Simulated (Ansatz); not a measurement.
# CHMg: the cost of one run

Program: Ansatz 0.2.0, Gaussian basis. Level of theory: def2-QZVPP, all electrons in the functionals. These are calculated values, not measurements.

To be run: PBE, BLYP, r2SCAN, B97M-V, PBE0, B3LYP, wB97M-V, at charge 0, doublet; charge 0, quartet; charge 1, singlet; charge 1, triplet.

2 further runs of the same task are left out: 2 set aside as unsound or not needed.

### Step 1. The geometry

The geometry is a PBE0/def2-TZVP stationary point (not a proven minimum).

3 atoms, charge 0, spin multiplicity 2.

Atoms are counted from 1 here; the program's logs count them from 0.

Bond lengths: C1–Mg2 2.097 Å, Mg2–H3 1.697 Å. Angles: C1–Mg2–H3 180.0°.

No dispersion term is added; B97M-V, wB97M-V hold VV10 nonlocal correlation. B3LYP takes the VWN-RPA correlation.

The geometry shown and the zero of energy belong to the point charge 0, doublet. The yardstick, UCCSD(T), and other wave-function levels (R restricted, U unrestricted, valence and pair active spaces) come from earlier runs.

### Step 2. PBE, charge 0, doublet

The input, in.yaml:

```yaml
crystal:
  periodic: [false, false, false]
  atoms:
    - {symbol: C, position_ang: [0.000000, 0.000000, 1.963452]}
    - {symbol: Mg, position_ang: [0.000000, 0.000000, -0.133469]}
    - {symbol: H, position_ang: [0.000000, 0.000000, -1.829984]}
basis:
  gaussian: {orbitals: "def2-QZVPP.json"}
magnetization: {spin_polarized: true, initial_magnetization: 1}
hamiltonian: {xc: {name: PBE}}
output: {orbitals: {seedname: orbitals}}
```

Command:

```bash
$ ansatz run in.yaml --threads 1 --pin off --events-out ev --progress --plain --max-ram 2393MiB
```

Q: Estimate wall time and peak memory on 1 thread of Arm Neoverse V1, shared host.

About 28 s, with a peak of 0.25 GiB.
